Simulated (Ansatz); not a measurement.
Job for Ansatz (a program for electronic structure): R-PBE0/def2-TZVPPD on C2H9NO (a complex). Files ending in .json are basis or fitting sets from the Basis Set Exchange.

Ansatz 0.2 input:
```yaml
crystal:
  periodic: [false, false, false]
  atoms:
    - {symbol: O, position_ang: [-1.59532105, 0.72075480, -0.00266068]}
    - {symbol: H, position_ang: [-0.62277705, 0.74663480, -0.00770768]}
    - {symbol: C, position_ang: [-1.96507205, -0.63899120, -0.00743268]}
    - {symbol: H, position_ang: [-3.05132505, -0.68827120, -0.00318168]}
    - {symbol: H, position_ang: [-1.61180705, -1.16972720, -0.89678968]}
    - {symbol: H, position_ang: [-1.60448105, -1.17789620, 0.87403332]}
    - {symbol: N, position_ang: [1.54024095, 0.62580280, -0.01293468]}
    - {symbol: H, position_ang: [1.91086095, 1.13357880, 0.78019832]}
    - {symbol: H, position_ang: [1.91098395, 1.09014080, -0.83219368]}
    - {symbol: C, position_ang: [2.01799295, -0.76023120, 0.02452632]}
    - {symbol: H, position_ang: [1.62610895, -1.29425620, -0.83766468]}
    - {symbol: H, position_ang: [3.10470495, -0.86696620, 0.02756132]}
    - {symbol: H, position_ang: [1.62586695, -1.24696120, 0.91415932]}
basis:
  gaussian:
    orbitals: def2-TZVPPD.json
hamiltonian:
  xc: {name: PBE0}
scf: {lower_state_search: off}
```

Problem. Give the final energy of this run.

Solution. -211.4327 hartree.
